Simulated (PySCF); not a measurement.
Running PySCF for AlH

Input:

```python
from pyscf import gto, scf, cc

mol = gto.M(
    atom='Al 0 0 0; H 0 0 1.515',
    basis='6-311++g**',
    charge=0,
    spin=0,
    verbose=4,
)
mf = scf.RHF(mol)
mf.kernel()
mycc = cc.CCSD(mf, frozen=5)
mycc.kernel()
mycc.ccsd_t()
mf.dip_moment()
print('orbital energies (hartree):', mf.mo_energy[..., max(0, mol.nelec[1]-3):mol.nelec[0]+3].round(4))
```

```bash
$ OMP_NUM_THREADS=1 python input.py
```

Output (some set-up lines and the per-cycle HOMO/LUMO lines with their warnings removed):

```
PySCF version 2.14.0

[INPUT] verbose = 4
[INPUT] num. atoms = 2
[INPUT] num. electrons = 14
[INPUT] charge = 0
[INPUT] spin (= nelec alpha-beta = 2S) = 0
[INPUT] symmetry False subgroup None
[INPUT] Mole.unit = angstrom
[INPUT] Symbol           X                Y                Z      unit          X                Y                Z       unit  Magmom
[INPUT]  1 Al     0.000000000000   0.000000000000   0.000000000000 AA    0.000000000000   0.000000000000   0.000000000000 Bohr   0.0
[INPUT]  2 H      0.000000000000   0.000000000000   1.515000000000 AA    0.000000000000   0.000000000000   2.862935078716 Bohr   0.0

nuclear repulsion = 4.54079454914852
number of shells = 19
number of NR pGTOs = 58
number of NR cGTOs = 37
basis = 6-311++g**
ecp = {}

******** <class 'pyscf.scf.hf.RHF'> ********
method = RHF
initial guess = minao
damping factor = 0
level_shift factor = 0
DIIS = <class 'pyscf.scf.diis.CDIIS'>
diis_start_cycle = 1
diis_space = 8
diis_damp = 0
SCF conv_tol = 1e-09
SCF conv_tol_grad = None
SCF max_cycles = 50
direct_scf = True
direct_scf_tol = 1e-13
Set gradient conv threshold to 3.16228e-05
Initial guess from minao.
init E= -242.2580128781
cycle= 1 E= -242.443148696637  delta_E= -0.185  |g|= 0.127  |ddm|= 1.03
cycle= 2 E= -242.450856433413  delta_E= -0.00771  |g|= 0.0349  |ddm|= 0.29
cycle= 3 E= -242.4514307844  delta_E= -0.000574  |g|= 0.0106  |ddm|= 0.0803
cycle= 4 E= -242.451495997704  delta_E= -6.52e-05  |g|= 0.00188  |ddm|= 0.0321
cycle= 5 E= -242.451500549341  delta_E= -4.55e-06  |g|= 0.000392  |ddm|= 0.0102
cycle= 6 E= -242.451500813962  delta_E= -2.65e-07  |g|= 6.99e-05  |ddm|= 0.00276
cycle= 7 E= -242.451500821962  delta_E= -8e-09  |g|= 7.45e-06  |ddm|= 0.000634
cycle= 8 E= -242.451500822017  delta_E= -5.53e-11  |g|= 8.82e-07  |ddm|= 0.000109
Extra cycle  E= -242.451500822018  delta_E= -7.96e-13  |g|= 2.84e-07  |ddm|= 1.66e-05
converged SCF energy = -242.451500822018

******** <class 'pyscf.cc.ccsd.CCSD'> ********
CC2 = 0
CCSD nocc = 2, nmo = 32
frozen orbitals 5
max_cycle = 50
direct = 0
conv_tol = 1e-07
conv_tol_normt = 1e-05
diis_space = 6
diis_start_cycle = 0
diis_start_energy_diff = 1e+09
Init t2, MP2 energy = -242.503860084691  E_corr(MP2) -0.0523592626730479
Init E_corr(CCSD) = -0.0523592626731193
cycle = 1  E_corr(CCSD) = -0.0651232445117744  dE = -0.0127639818  norm(t1,t2) = 0.0497833
cycle = 2  E_corr(CCSD) = -0.0693608748186763  dE = -0.00423763031  norm(t1,t2) = 0.0237498
cycle = 3  E_corr(CCSD) = -0.072760167944998  dE = -0.00339929313  norm(t1,t2) = 0.0126683
cycle = 4  E_corr(CCSD) = -0.0725807808378013  dE = 0.000179387107  norm(t1,t2) = 0.0019974
cycle = 5  E_corr(CCSD) = -0.0725876525444126  dE = -6.87170661e-06  norm(t1,t2) = 0.000429355
cycle = 6  E_corr(CCSD) = -0.0725840860807616  dE = 3.56646365e-06  norm(t1,t2) = 0.000145211
cycle = 7  E_corr(CCSD) = -0.0725804693405447  dE = 3.61674022e-06  norm(t1,t2) = 4.67188e-05
cycle = 8  E_corr(CCSD) = -0.0725817355515978  dE = -1.26621105e-06  norm(t1,t2) = 1.34961e-05
cycle = 9  E_corr(CCSD) = -0.0725817790557783  dE = -4.35041806e-08  norm(t1,t2) = 2.99527e-06
CCSD converged
E(CCSD) = -242.5240826010734  E_corr = -0.07258177905577833
CCSD(T) correction = -0.000926822198423204
Dipole moment(X, Y, Z, Debye): -0.00000, -0.00000,  0.68887
orbital energies (hartree): [-3.2019 -0.5192 -0.2839  0.0187  0.0187  0.0649]
```

In short: E(SCF) = -242.451501 Eh, 8 cycles, E(CCSD) − E(SCF) = -0.07258 Eh, (T) = -0.00093 Eh, μz(SCF) = 0.69 D.

Hardware: Arm Neoverse V2, 1 thread, shared host. Wall time 0.68 s.

Stability towards an unrestricted solution was not tested. The bond length is a typed value, not an optimised one.
